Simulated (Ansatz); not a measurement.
Input file:

```yaml
crystal:
  periodic: [false, false, false]
  atoms:
    - {symbol: Al, position_ang: [0.000000, 0.000000, 0.000000]}
    - {symbol: H, position_ang: [0.000000, 0.000000, 2.049000]}
basis:
  gaussian: {orbitals: aug-cc-pVDZ}
total_charge: -1
magnetization: {spin_polarized: false, initial_magnetization: 1}
correlation: {method: fic_mrcisd_q, electrons: outside_noble_gas, active_space: {window: {electrons: 3, orbitals: 3}}}
```

```sh
$ ansatz run in.yaml --threads 1 --pin off --events-out ev --progress --plain --max-ram 2393MiB
```

Output:

```
356 factors; integrals over basis functions are off by at most 5.9e-4 eV
mean field evaluation 1: about -6595.9198 eV, gradient 8.0e0 eV
mean field evaluation 2: about -6595.9204 eV, gradient 8.0e0 eV
mean field evaluation 4: about -6596.9061 eV, gradient 1.1e0 eV
mean field evaluation 8: about -6596.9605 eV, gradient 3.2e-3 eV
mean field evaluation 16: about -6594.2871 eV, gradient 4.1e-1 eV
mean field evaluation 32: about -6595.8468 eV, gradient 2.8e0 eV
mean field evaluation 64: about -6594.4602 eV, gradient 1.2e0 eV
mean field evaluation 96: about -6596.0678 eV, gradient 3.9e-1 eV
mean field -6596.96051295 eV, -242.4338272705 hartree, gradient 5.9e-6 eV, S^2 0.750000; 15 other end points of the search recorded, 0 dependent functions left out
reference -6596.96051295 eV, -242.4338272705 hartree; 8, 7 occupied and 28, 29 virtual orbitals, 356 factors
state -6597.44275930 eV, -242.4515494970 hartree
contracted CI cycle   1: correlation 0.00000000 eV, 0.0000000000 hartree, residual 7.47e0 eV
contracted CI cycle   2: correlation -1.79761474 eV, -0.0660611231 hartree, residual 1.68e0 eV
contracted CI cycle   3: correlation -1.90331818 eV, -0.0699456531 hartree, residual 6.85e-1 eV
contracted CI cycle   4: correlation -1.91895980 eV, -0.0705204721 hartree, residual 2.93e-1 eV
contracted CI cycle   5: correlation -1.92160288 eV, -0.0706176035 hartree, residual 1.20e-1 eV
contracted CI cycle   6: correlation -1.92211510 eV, -0.0706364271 hartree, residual 5.36e-2 eV
contracted CI cycle   7: correlation -1.92220892 eV, -0.0706398750 hartree, residual 2.30e-2 eV
contracted CI cycle   8: correlation -1.92222626 eV, -0.0706405122 hartree, residual 8.82e-3 eV
contracted CI cycle   9: correlation -1.92222898 eV, -0.0706406119 hartree, residual 3.56e-3 eV
contracted CI cycle  10: correlation -1.92222943 eV, -0.0706406285 hartree, residual 1.41e-3 eV
contracted CI cycle  11: correlation -1.92222949 eV, -0.0706406309 hartree, residual 5.71e-4 eV
state -6597.44275930 eV, -242.4515494970 hartree; corrected -6599.54472828 eV, -242.5287954321 hartree
state -6597.36991277 eV, -242.4488724365 hartree
contracted CI cycle   1: correlation 0.00000000 eV, 0.0000000000 hartree, residual 8.08e0 eV
contracted CI cycle   2: correlation -1.84707387 eV, -0.0678787126 hartree, residual 1.71e0 eV
contracted CI cycle   3: correlation -1.95754446 eV, -0.0719384322 hartree, residual 5.43e-1 eV
contracted CI cycle   4: correlation -1.96988350 eV, -0.0723918835 hartree, residual 2.19e-1 eV
contracted CI cycle   5: correlation -1.97163063 eV, -0.0724560893 hartree, residual 7.43e-2 eV
contracted CI cycle   6: correlation -1.97185551 eV, -0.0724643535 hartree, residual 3.06e-2 eV
contracted CI cycle   7: correlation -1.97188986 eV, -0.0724656157 hartree, residual 1.03e-2 eV
contracted CI cycle   8: correlation -1.97189427 eV, -0.0724657779 hartree, residual 3.81e-3 eV
contracted CI cycle   9: correlation -1.97189488 eV, -0.0724658001 hartree, residual 1.53e-3 eV
contracted CI cycle  10: correlation -1.97189498 eV, -0.0724658038 hartree, residual 6.18e-4 eV
state -6597.36991277 eV, -242.4488724365 hartree; corrected -6599.51249207 eV, -242.5276107733 hartree
state -6597.44275930 eV, -242.4515494970 hartree; corrected -6599.54472828 eV, -242.5287954321 hartree
Total energy: -6599.54472828 eV, -242.5287954321 hartree
```

For the same geometry and basis full CI lies 44.8 meV higher.

Ran on 1 thread of Arm Neoverse V2, shared host: 1.4 s wall, 0.15 GiB peak host memory.
